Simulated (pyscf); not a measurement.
Optimised with ωB97X-D3(BJ)/def2-SVP in PySCF.

Task: For the elementary gas-phase step H₂Ga–AsH₂ + H₂O → HO–GaH–AsH₂ + H₂ (singlet surface; Ga–H, H–O broken, Ga–O, H–H formed), what barrier and reaction energy does ωB97M-D3(BJ)/def2-TZVP give, measured from the separated reactants?

Result: ΔE‡ = 0.50 eV, ΔE = -0.50 eV. Zero-point energy shifts the barrier by 0.00 eV. It is a four-centre exchange, with an imaginary mode of 1304i cm⁻¹. On the reactant side the descent ends in an adduct with a Ga–O contact, 0.65 eV under the separated species and 1.08 eV under the saddle at ωB97X-D3(BJ)/def2-TZVP. What is counted as formed (Ga–O) is already present as a longer contact in the reactant adduct; forming that adduct is a step of its own. At the saddle there is also a short Ga–H contact that neither side keeps. One saddle was located; it need not be the lowest between these sides. Elements up to Kr have no core potential and no relativistic terms here.
